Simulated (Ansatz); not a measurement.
## Scan of [CH₃···H···O], triplet

Starting geometry:

```xyz
6

C    -1.3372    0.0000    0.0000
H    -1.7004    1.0273    0.0000
H    -1.7004   -0.5137    0.8897
H    -1.7004   -0.5137   -0.8897
H    -0.2476    0.0000    0.0000
O     1.3408    0.0000    0.0000
```

From there H5 is moved from one fragment to the other while all else, the fragments' distance too, stays fixed, so the hump isn't the reaction's barrier; atoms are numbered as listed. Energies are in kJ/mol, counted from the starting geometry at the same level.

Basis cc-pVDZ; Ansatz 0.2.0. Only valence electrons are correlated (noble-gas cores frozen). R marks a restricted (for open shells ROHF) determinant, U an unrestricted one.

Full CI isn't at hand for all of this; UCCSDT(Q) serves as the reference, and is uncertain by about the last step of the cluster series. The frozen core follows each run's orbitals, which can shift R against U totals by a few meV.

| distance C1-H5 (Å) | UCCSDT(Q) | error UHF | error RCCSD(T) | error UCCSD(T) | error BCCD(T) | error RCCSDT | error RCCSDT(Q) |
| --- | --- | --- | --- | --- | --- | --- | --- |
| 1.013 | 10.2 | -8.2 | -0.1 | -0.1 | -0.2 | 0.0 | 0.0 |
| 1.090 | 0.0 | 0.0 | 0.0 | 0.0 | 0.0 | 0.0 | 0.0 |
| 1.175 | 11.7 | 11.1 | 0.2 | 0.2 | 0.3 | 0.1 | 0.0 |
| 1.261 | 34.9 | 24.6 | 0.6 | 0.6 | 0.6 | 0.2 | 0.0 |
| 1.346 | 57.2 | 38.8 | 1.0 | 1.0 | 1.0 | 0.5 | 0.0 |
| 1.432 | 69.1 | 49.0 | 1.2 | 1.3 | 1.2 | 0.7 | 0.0 |
| 1.517 | 66.5 | 49.2 | 1.3 | 1.3 | 1.1 | 0.7 | 0.0 |
| 1.603 | 55.5 | 40.9 | 0.9 | 1.0 | 0.8 | 0.5 | 0.0 |
| 1.688 | 50.0 | 29.4 | 0.6 | 0.6 | 0.5 | 0.3 | 0.0 |

Errors are those of relative energies. In total energy the starting point itself misses UCCSDT(Q) by: UHF 825.1, RCCSD(T) 2.4, UCCSD(T) 2.2, BCCD(T) 2.4, RCCSDT 0.8, RCCSDT(Q) 0.1 kJ/mol.

Spread of the error over the points with a reference, to 1.688 Å (largest less smallest): RCCSDT(Q) 0.0, RCCSDT 0.8, BCCD(T) 1.4, RCCSD(T) 1.4, UCCSD(T) 1.5, UHF 57.4 kJ/mol.
